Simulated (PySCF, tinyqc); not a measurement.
Inside a calculation (part 1 of 2). Method: RHF in the sto-3g basis, for CH2, spin multiplicity 1. This run ends on a higher stationary point, not on the lowest solution. The lowest restricted solution is unstable here: a spin-polarised one lies 0.0416 hartree lower (PySCF). Computed by tinyqc, a small Python program that keeps every step (integrals from PySCF). Settings: charge = 0, multiplicity = 1, basis = sto-3g, energy threshold = 1e-08, iteration cap = 90, orthogonalisation = symmetric, start = core, DIIS depth = 3, method = RHF. Command: `OMP_NUM_THREADS=1 python tinyqc.py 29810 29811 out.jsonl` (the two numbers bound the seeds that draw the settings). One thread of a shared host (Intel(R) Xeon(R) Processor @ 2.60GHz), about 0.06 s of CPU time with the checks. Later iterations appear only in the table of the cycle.

## One-electron integrals

Geometry (angstrom):

| atom | x | y | z |
|---|---|---|---|
| C | 0.000000 | 0.000000 | 0.000000 |
| H | 0.000000 | 1.154000 | 0.529000 |
| H | 0.000000 | -1.154000 | 0.529000 |

Basis sto-3g: exponents (1/bohr^2) and contraction coefficients of normalised primitives:

| element | l (shell) | exponent | coefficient |
|---|---|---|---|
| C | s (1) | 71.616837 | 0.154329 |
| C | s (1) | 13.045096 | 0.535328 |
| C | s (1) | 3.530512 | 0.444635 |
| C | s (2) | 2.941249 | -0.099967 |
| C | s (2) | 0.683483 | 0.399513 |
| C | s (2) | 0.222290 | 0.700115 |
| C | p (3) | 2.941249 | 0.155916 |
| C | p (3) | 0.683483 | 0.607684 |
| C | p (3) | 0.222290 | 0.391957 |
| H | s (1) | 3.425251 | 0.154329 |
| H | s (1) | 0.623914 | 0.535328 |
| H | s (1) | 0.168855 | 0.444635 |

Overlap, kinetic and nuclear-attraction integrals over the contracted functions; the nuclear repulsion is the sum of Za Zb / Rab.

nuclear repulsion = 5.23146218 hartree

overlap S:
```
           1C 1s     1C 2s    1C 2px     1C 2py    1C 2pz     2H 1s      3H 1s
1C 1s   1.000000  0.248362  0.000000   0.000000  0.000000  0.041086   0.041086
1C 2s   0.248362  1.000000  0.000000   0.000000  0.000000  0.392874   0.392874
1C 2px  0.000000  0.000000  1.000000   0.000000  0.000000  0.000000   0.000000
1C 2py  0.000000  0.000000  0.000000   1.000000  0.000000  0.364279  -0.364279
1C 2pz  0.000000  0.000000  0.000000   0.000000  1.000000  0.166988   0.166988
2H 1s   0.041086  0.392874  0.000000   0.364279  0.166988  1.000000   0.070365
3H 1s   0.041086  0.392874  0.000000  -0.364279  0.166988  0.070365   1.000000
```

kinetic energy T (hartree):
```
            1C 1s      1C 2s    1C 2px     1C 2py    1C 2pz      2H 1s      3H 1s
1C 1s   15.891122  -0.085890  0.000000   0.000000  0.000000  -0.011733  -0.011733
1C 2s   -0.085890   0.472250  0.000000   0.000000  0.000000   0.057525   0.057525
1C 2px   0.000000   0.000000  1.477728   0.000000  0.000000   0.000000   0.000000
1C 2py   0.000000   0.000000  0.000000   1.477728  0.000000   0.149115  -0.149115
1C 2pz   0.000000   0.000000  0.000000   0.000000  1.477728   0.068355   0.068355
2H 1s   -0.011733   0.057525  0.000000   0.149115  0.068355   0.760032  -0.011431
3H 1s   -0.011733   0.057525  0.000000  -0.149115  0.068355  -0.011431   0.760032
```

nuclear attraction V (hartree):
```
             1C 1s      1C 2s     1C 2px     1C 2py     1C 2pz      2H 1s      3H 1s
1C 1s   -34.486438  -4.399288   0.000000   0.000000  -0.010406  -0.737924  -0.737924
1C 2s    -4.399288  -6.013310   0.000000   0.000000  -0.113720  -1.914317  -1.914317
1C 2px    0.000000   0.000000  -5.909389   0.000000   0.000000   0.000000   0.000000
1C 2py    0.000000   0.000000   0.000000  -6.062511   0.000000  -1.632094   1.632094
1C 2pz   -0.010406  -0.113720   0.000000   0.000000  -5.941565  -0.767556  -0.767556
2H 1s    -0.737924  -1.914317   0.000000  -1.632094  -0.767556  -3.930576  -0.319513
3H 1s    -0.737924  -1.914317   0.000000   1.632094  -0.767556  -0.319513  -3.930576
```

core Hamiltonian H = T + V (hartree):
```
             1C 1s      1C 2s     1C 2px     1C 2py     1C 2pz      2H 1s      3H 1s
1C 1s   -18.595316  -4.485178   0.000000   0.000000  -0.010406  -0.749657  -0.749657
1C 2s    -4.485178  -5.541060   0.000000   0.000000  -0.113720  -1.856792  -1.856792
1C 2px    0.000000   0.000000  -4.431661   0.000000   0.000000   0.000000   0.000000
1C 2py    0.000000   0.000000   0.000000  -4.584783   0.000000  -1.482979   1.482979
1C 2pz   -0.010406  -0.113720   0.000000   0.000000  -4.463837  -0.699201  -0.699201
2H 1s    -0.749657  -1.856792   0.000000  -1.482979  -0.699201  -3.170544  -0.330944
3H 1s    -0.749657  -1.856792   0.000000   1.482979  -0.699201  -0.330944  -3.170544
```

## Two-electron integrals

Functions are numbered as in S; the eight-fold symmetry (ij|kl) = (ji|kl) = (kl|ij) leaves the list below.

Two-electron integrals (ij|kl) in chemists' order, unique and non-zero (hartree):
```
(11|11) 3.541948    (21|11) 0.576921    (21|21) 0.111888    (22|11) 0.854682
(22|21) 0.205284    (22|22) 0.624709    (31|31) 0.020296    (32|31) 0.030858
(32|32) 0.137996    (33|11) 0.852436    (33|21) 0.205335    (33|22) 0.624568
(33|33) 0.672833    (41|41) 0.020296    (42|41) 0.030858    (42|42) 0.137996
(43|43) 0.036269    (44|11) 0.852436    (44|21) 0.205335    (44|22) 0.624568
(44|33) 0.600295    (44|44) 0.672833    (51|51) 0.020296    (52|51) 0.030858
(52|52) 0.137996    (53|53) 0.036269    (54|54) 0.036269    (55|11) 0.852436
(55|21) 0.205335    (55|22) 0.624568    (55|33) 0.600295    (55|44) 0.600295
(55|55) 0.672833    (61|11) 0.095810    (61|21) 0.018482    (61|22) 0.033894
(61|33) 0.033780    (61|41) 0.001004    (61|42) 0.001887    (61|44) 0.034072
(61|51) 0.000460    (61|52) 0.000865    (61|54) 0.000134    (61|55) 0.033842
(61|61) 0.003119    (62|11) 0.249350    (62|21) 0.060787    (62|22) 0.206039
(62|33) 0.200926    (62|41) 0.005242    (62|42) 0.037498    (62|44) 0.213436
(62|51) 0.002403    (62|52) 0.017189    (62|54) 0.005735    (62|55) 0.203555
(62|61) 0.010486    (62|62) 0.092274    (63|31) 0.005925    (63|32) 0.032025
(63|43) 0.007155    (63|53) 0.003280    (63|63) 0.010773    (64|11) 0.200279
(64|21) 0.049426    (64|22) 0.177637    (64|33) 0.168782    (64|41) 0.009602
(64|42) 0.061731    (64|44) 0.193054    (64|51) 0.001685    (64|52) 0.013617
(64|54) 0.007846    (64|55) 0.170876    (64|61) 0.008888    (64|62) 0.094358
(64|64) 0.105507    (65|11) 0.091809    (65|21) 0.022657    (65|22) 0.081430
(65|33) 0.077371    (65|41) 0.001685    (65|42) 0.013617    (65|44) 0.081937
(65|51) 0.006698    (65|52) 0.038268    (65|54) 0.009248    (65|55) 0.084890
(65|61) 0.004074    (65|62) 0.043254    (65|64) 0.043427    (65|65) 0.030680
(66|11) 0.412138    (66|21) 0.102149    (66|22) 0.395163    (66|33) 0.374731
(66|41) 0.010454    (66|42) 0.102279    (66|44) 0.424943    (66|51) 0.004792
(66|52) 0.046885    (66|54) 0.023017    (66|55) 0.385282    (66|61) 0.017821
(66|62) 0.230404    (66|64) 0.259390    (66|65) 0.118906    (66|66) 0.774606
(71|11) 0.095810    (71|21) 0.018482    (71|22) 0.033894    (71|33) 0.033780
(71|41) -0.001004   (71|42) -0.001887   (71|44) 0.034072    (71|51) 0.000460
(71|52) 0.000865    (71|54) -0.000134   (71|55) 0.033842    (71|61) 0.003013
(71|62) 0.009779    (71|64) 0.007626    (71|65) 0.003809    (71|66) 0.016353
(71|71) 0.003119    (72|11) 0.249350    (72|21) 0.060787    (72|22) 0.206039
(72|33) 0.200926    (72|41) -0.005242   (72|42) -0.037498   (72|44) 0.213436
(72|51) 0.002403    (72|52) 0.017189    (72|54) -0.005735   (72|55) 0.203555
(72|61) 0.009779    (72|62) 0.061838    (72|64) 0.046481    (72|65) 0.028162
(72|66) 0.116919    (72|71) 0.010486    (72|72) 0.092274    (73|31) 0.005925
(73|32) 0.032025    (73|43) -0.007155   (73|53) 0.003280    (73|63) 0.006611
(73|73) 0.010773    (74|11) -0.200279   (74|21) -0.049426   (74|22) -0.177637
(74|33) -0.168782   (74|41) 0.009602    (74|42) 0.061731    (74|44) -0.193054
(74|51) -0.001685   (74|52) -0.013617   (74|54) 0.007846    (74|55) -0.170876
(74|61) -0.007626   (74|62) -0.046481   (74|64) -0.029478   (74|65) -0.020816
(74|66) -0.084071   (74|71) -0.008888   (74|72) -0.094358   (74|74) 0.105507
(75|11) 0.091809    (75|21) 0.022657    (75|22) 0.081430    (75|33) 0.077371
(75|41) -0.001685   (75|42) -0.013617   (75|44) 0.081937    (75|51) 0.006698
(75|52) 0.038268    (75|54) -0.009248   (75|55) 0.084890    (75|61) 0.003809
(75|62) 0.028162    (75|64) 0.020816    (75|65) 0.019174    (75|66) 0.056066
(75|71) 0.004074    (75|72) 0.043254    (75|74) -0.043427   (75|75) 0.030680
(76|11) 0.041352    (76|21) 0.010097    (76|22) 0.035034    (76|33) 0.034223
(76|44) 0.035425    (76|51) 0.000691    (76|52) 0.005166    (76|55) 0.035418
(76|61) 0.001691    (76|62) 0.013428    (76|64) 0.012040    (76|65) 0.006949
(76|66) 0.030423    (76|71) 0.001691    (76|72) 0.013428    (76|74) -0.012040
(76|75) 0.006949    (76|76) 0.002442    (77|11) 0.412138    (77|21) 0.102149
(77|22) 0.395163    (77|33) 0.374731    (77|41) -0.010454   (77|42) -0.102279
(77|44) 0.424943    (77|51) 0.004792    (77|52) 0.046885    (77|54) -0.023017
(77|55) 0.385282    (77|61) 0.016353    (77|62) 0.116919    (77|64) 0.084071
(77|65) 0.056066    (77|66) 0.229042    (77|71) 0.017821    (77|72) 0.230404
(77|74) -0.259390   (77|75) 0.118906    (77|76) 0.030423    (77|77) 0.774606
```

## Orthogonalisation

S = U s U^T; symmetric (Loewdin) form X = U s^(-1/2) U^T, so that X^T S X = 1.

eigenvalues of S: 0.401443  0.448449  0.893122  1.000000  1.076947  1.481186  1.698854

X:
```
            1C 1s      1C 2s    1C 2px     1C 2py     1C 2pz      2H 1s      3H 1s
1C 1s    1.026437  -0.146463  0.000000   0.000000  -0.007113   0.022726   0.022726
1C 2s   -0.146463   1.180314  0.000000   0.000000   0.064660  -0.247778  -0.247778
1C 2px   0.000000   0.000000  1.000000   0.000000   0.000000   0.000000   0.000000
1C 2py   0.000000   0.000000  0.000000   1.134597   0.000000  -0.236903   0.236903
1C 2pz  -0.007113   0.064660  0.000000   0.000000   1.026790  -0.103068  -0.103068
2H 1s    0.022726  -0.247778  0.000000  -0.236903  -0.103068   1.157046  -0.023311
3H 1s    0.022726  -0.247778  0.000000   0.236903  -0.103068  -0.023311   1.157046
```

## Starting guess

The start is the orbitals of the core Hamiltonian; D = 2 C_occ C_occ^T.

D at the start:
```
            1C 1s      1C 2s    1C 2px     1C 2py     1C 2pz      2H 1s      3H 1s
1C 1s    2.130464  -0.545193  0.000000   0.000000  -0.191180   0.072636   0.072636
1C 2s   -0.545193   2.266079  0.000000   0.000000   0.830107  -0.285735  -0.285735
1C 2px   0.000000   0.000000  2.000000   0.000000   0.000000   0.000000   0.000000
1C 2py   0.000000   0.000000  0.000000   2.405846   0.000000  -0.339746   0.339746
1C 2pz  -0.191180   0.830107  0.000000   0.000000   0.304120  -0.104653  -0.104653
2H 1s    0.072636  -0.285735  0.000000  -0.339746  -0.104653   0.084014  -0.011941
3H 1s    0.072636  -0.285735  0.000000   0.339746  -0.104653  -0.011941   0.084014
```

## Iteration 1: building the Fock matrix

J_ij = sum D_kl (ij|kl), K_ij = sum D_kl (ik|jl); F = H + J - 0.5 K; E = tr D H + tr D J / 2 - 0.25 tr D K + E_nn.

Coulomb J (hartree):
```
            1C 1s     1C 2s    1C 2px     1C 2py    1C 2pz     2H 1s      3H 1s
1C 1s   12.369147  2.415582  0.000000   0.000000  0.036552  0.401128   0.401128
1C 2s    2.415582  5.518792  0.000000   0.000000  0.171140  1.769808   1.769808
1C 2px   0.000000  0.000000  5.560513   0.000000  0.000000  0.000000   0.000000
1C 2py   0.000000  0.000000  0.000000   5.549250  0.000000  1.496600  -1.496600
1C 2pz   0.036552  0.171140  0.000000   0.000000  5.430263  0.714856   0.714856
2H 1s    0.401128  1.769808  0.000000   1.496600  0.714856  3.247195   0.300163
3H 1s    0.401128  1.769808  0.000000  -1.496600  0.714856  0.300163   3.247195
```

exchange K (hartree):
```
           1C 1s     1C 2s    1C 2px     1C 2py    1C 2pz     2H 1s      3H 1s
1C 1s   7.271677  1.293473  0.000000   0.000000  0.020051  0.227565   0.227565
1C 2s   1.293473  1.818177  0.000000   0.000000  0.477969  0.553889   0.553889
1C 2px  0.000000  0.000000  1.721932   0.000000  0.000000  0.000000   0.000000
1C 2py  0.000000  0.000000  0.000000   1.709629  0.000000  0.377136  -0.377136
1C 2pz  0.020051  0.477969  0.000000   0.000000  0.601522  0.193158   0.193158
2H 1s   0.227565  0.553889  0.000000   0.377136  0.193158  0.292908   0.095551
3H 1s   0.227565  0.553889  0.000000  -0.377136  0.193158  0.095551   0.292908
```

Fock matrix F (hartree):
```
            1C 1s      1C 2s    1C 2px     1C 2py     1C 2pz      2H 1s      3H 1s
1C 1s   -9.862008  -2.716332  0.000000   0.000000   0.016121  -0.462312  -0.462312
1C 2s   -2.716332  -0.931356  0.000000   0.000000  -0.181565  -0.363929  -0.363929
1C 2px   0.000000   0.000000  0.267886   0.000000   0.000000   0.000000   0.000000
1C 2py   0.000000   0.000000  0.000000   0.109653   0.000000  -0.174947   0.174947
1C 2pz   0.016121  -0.181565  0.000000   0.000000   0.665665  -0.080924  -0.080924
2H 1s   -0.462312  -0.363929  0.000000  -0.174947  -0.080924  -0.069803  -0.078556
3H 1s   -0.462312  -0.363929  0.000000   0.174947  -0.080924  -0.078556  -0.069803
```

total energy of this density = -36.74475655 hartree

## Iteration 1: diagonalisation and new density

Diagonalise F' = X^T F X, C = X C', fill 4 alpha and 4 beta electrons from the bottom; D = 2 C_occ C_occ^T. Each column has its largest component positive (the first on a tie).

F' = X^T F X (hartree):
```
           1          2         3          4          5          6          7
1  -9.632572  -1.508072  0.000000   0.000000   0.019943  -0.044977  -0.044977
2  -1.508072  -0.249551  0.000000   0.000000  -0.092567  -0.263502  -0.263502
3   0.000000   0.000000  0.267886   0.000000   0.000000   0.000000   0.000000
4   0.000000   0.000000  0.000000   0.330235   0.000000  -0.285853   0.285853
5   0.019943  -0.092567  0.000000   0.000000   0.715020  -0.132879  -0.132879
6  -0.044977  -0.263502  0.000000  -0.285853  -0.132879   0.180341  -0.039845
7  -0.044977  -0.263502  0.000000   0.285853  -0.132879  -0.039845   0.180341
```

orbital energies (hartree): MO1 -9.870452, MO2 -0.337370, MO3 -0.132774, MO4 0.267886, MO5 0.409796, MO6 0.683195, MO7 0.771419

coefficients C:
```
              MO1        MO2        MO3       MO4        MO5        MO6        MO7
1C 1s    0.991552  -0.217281   0.000000  0.000000  -0.213005   0.000000  -0.018732
1C 2s    0.034386   0.683997   0.000000  0.000000   1.018016   0.000000   0.190184
1C 2px   0.000000   0.000000   0.000000  1.000000   0.000000   0.000000   0.000000
1C 2py   0.000000   0.000000   0.493848  0.000000   0.000000   1.075021   0.000000
1C 2pz   0.000962   0.142128   0.000000  0.000000  -0.095617   0.000000   1.024905
2H 1s   -0.006341   0.302334   0.472909  0.000000  -0.712178  -0.727394  -0.341421
3H 1s   -0.006341   0.302334  -0.472909  0.000000  -0.712178   0.727394  -0.341421
```

D after iteration 1:
```
            1C 1s      1C 2s    1C 2px     1C 2py     1C 2pz      2H 1s      3H 1s
1C 1s    2.060771  -0.229048  0.000000   0.000000  -0.059856  -0.143957  -0.143957
1C 2s   -0.229048   0.938070  0.000000   0.000000   0.194497   0.413155   0.413155
1C 2px   0.000000   0.000000  2.000000   0.000000   0.000000   0.000000   0.000000
1C 2py   0.000000   0.000000  0.000000   0.487771   0.000000   0.467090  -0.467090
1C 2pz  -0.059856   0.194497  0.000000   0.000000   0.040403   0.085928   0.085928
2H 1s   -0.143957   0.413155  0.000000   0.467090   0.085928   0.630177  -0.264394
3H 1s   -0.143957   0.413155  0.000000  -0.467090   0.085928  -0.264394   0.630177
```

## Iteration 2: building the Fock matrix

As before.

Coulomb J (hartree):
```
            1C 1s     1C 2s    1C 2px     1C 2py    1C 2pz     2H 1s      3H 1s
1C 1s   11.251950  2.162694  0.000000   0.000000  0.024405  0.359002   0.359002
1C 2s    2.162694  4.992687  0.000000   0.000000  0.172850  1.676995   1.676995
1C 2px   0.000000  0.000000  5.019966   0.000000  0.000000  0.000000   0.000000
1C 2py   0.000000  0.000000  0.000000   5.040345  0.000000  1.459292  -1.459292
1C 2pz   0.024405  0.172850  0.000000   0.000000  4.901294  0.699341   0.699341
2H 1s    0.359002  1.676995  0.000000   1.459292  0.699341  3.407656   0.285694
3H 1s    0.359002  1.676995  0.000000  -1.459292  0.699341  0.285694   3.407656
```

exchange K (hartree):
```
            1C 1s     1C 2s    1C 2px     1C 2py     1C 2pz     2H 1s      3H 1s
1C 1s    7.170877  1.254485  0.000000   0.000000  -0.001642  0.212002   0.212002
1C 2s    1.254485  1.536502  0.000000   0.000000   0.307714  0.745434   0.745434
1C 2px   0.000000  0.000000  1.596052   0.000000   0.000000  0.000000   0.000000
1C 2py   0.000000  0.000000  0.000000   1.167776   0.000000  0.632297  -0.632297
1C 2pz  -0.001642  0.307714  0.000000   0.000000   0.408923  0.248232   0.248232
2H 1s    0.212002  0.745434  0.000000   0.632297   0.248232  1.100920   0.093047
3H 1s    0.212002  0.745434  0.000000  -0.632297   0.248232  0.093047   1.100920
```

Fock matrix F (hartree):
```
             1C 1s      1C 2s     1C 2px     1C 2py     1C 2pz      2H 1s      3H 1s
1C 1s   -10.928805  -2.949727   0.000000   0.000000   0.014820  -0.496655  -0.496655
1C 2s    -2.949727  -1.316624   0.000000   0.000000  -0.094727  -0.552514  -0.552514
1C 2px    0.000000   0.000000  -0.209721   0.000000   0.000000   0.000000   0.000000
1C 2py    0.000000   0.000000   0.000000  -0.128325   0.000000  -0.339835   0.339835
1C 2pz    0.014820  -0.094727   0.000000   0.000000   0.232995  -0.123976  -0.123976
2H 1s    -0.496655  -0.552514   0.000000  -0.339835  -0.123976  -0.313348  -0.091774
3H 1s    -0.496655  -0.552514   0.000000   0.339835  -0.123976  -0.091774  -0.313348
```

total energy of this density = -38.18043376 hartree

## Iteration 2: DIIS over 2 matrices

error matrix X^T (FDS - SDF) X:
```
           1          2         3          4          5          6          7
1   0.000000  -0.047578  0.000000   0.000000   0.027620   0.041471   0.041471
2   0.047578   0.000000  0.000000   0.000000  -0.090906  -0.025104  -0.025104
3   0.000000   0.000000  0.000000   0.000000   0.000000   0.000000   0.000000
4   0.000000   0.000000  0.000000   0.000000   0.000000  -0.024143   0.024143
5  -0.027620   0.090906  0.000000   0.000000   0.000000   0.048270   0.048270
6  -0.041471   0.025104  0.000000   0.024143  -0.048270   0.000000   0.000000
7  -0.041471   0.025104  0.000000  -0.024143  -0.048270   0.000000   0.000000
```

B (overlaps of the stored error matrices):
```
                1               2
1   2.7836008e+00  -4.7561268e-02
2  -4.7561268e-02   4.3632864e-02
```

Minimise |sum c_i e_i|^2 with sum c_i = 1: solve [B -1; -1 0][c; lambda] = [0; -1] with B_ij = tr e_i^T e_j, and take F = sum c_i F_i.

DIIS coefficients: 0.031206  0.968794

extrapolated F (hartree):
```
             1C 1s      1C 2s     1C 2px     1C 2py     1C 2pz      2H 1s      3H 1s
1C 1s   -10.895515  -2.942443   0.000000   0.000000   0.014861  -0.495584  -0.495584
1C 2s    -2.942443  -1.304601   0.000000   0.000000  -0.097437  -0.546629  -0.546629
1C 2px    0.000000   0.000000  -0.194817   0.000000   0.000000   0.000000   0.000000
1C 2py    0.000000   0.000000   0.000000  -0.120899   0.000000  -0.334690   0.334690
1C 2pz    0.014861  -0.097437   0.000000   0.000000   0.246497  -0.122632  -0.122632
2H 1s    -0.495584  -0.546629   0.000000  -0.334690  -0.122632  -0.305748  -0.091361
3H 1s    -0.495584  -0.546629   0.000000   0.334690  -0.122632  -0.091361  -0.305748
```
